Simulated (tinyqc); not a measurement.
The basis set: RHF and MP2 along a ladder of basis sets, for H2F+, spin multiplicity 1. Computed by the program tinyqc with PySCF. 

Geometry (angstrom):

| atom | x | y | z |
|---|---|---|---|
| F | 0.0000 | 0.0000 | 0.0000 |
| H | 0.0000 | 0.7850 | 0.4170 |
| H | 0.0000 | -0.7850 | 0.4170 |

Same geometry throughout; the dipole is taken about the origin.

RHF and frozen-core MP2 in a ladder of bases:

| basis | functions | E(RHF) (hartree) | E(MP2 corr) (hartree) | HOMO (eV) | LUMO (eV) | dipole (debye) |
|---|---|---|---|---|---|---|
| sto-3g | 7 | -98.84312 | -0.02493 | -29.325 | 1.439 | 2.435 |
| 3-21g | 13 | -99.65237 | -0.12551 | -31.105 | -3.176 | 2.705 |
| 6-31g | 13 | -100.15997 | -0.12634 | -31.334 | -4.010 | 2.719 |
| 6-31g** | 24 | -100.20596 | -0.17983 | -31.199 | -3.673 | 2.307 |
| cc-pvdz | 24 | -100.20826 | -0.20247 | -31.243 | -4.124 | 2.276 |
| aug-cc-pvdz | 41 | -100.21666 | -0.21267 | -31.278 | -5.234 | 2.235 |
| cc-pvtz | 58 | -100.24873 | -0.26612 | -31.284 | -4.562 | 2.239 |

From cc-pVDZ to cc-pVTZ the RHF energy falls by 40.5 mhartree and the correlation energy by 63.6. If valence correlation converges as X^-3, (27 E(T) - 8 E(D))/19 gives -0.2929 hartree, a rough estimate from such small X that usually falls short; STO-3G holds about 9 % of it. Beyond STO-3G the LUMO moves by 2.1 eV and the HOMO by 0.2 eV.
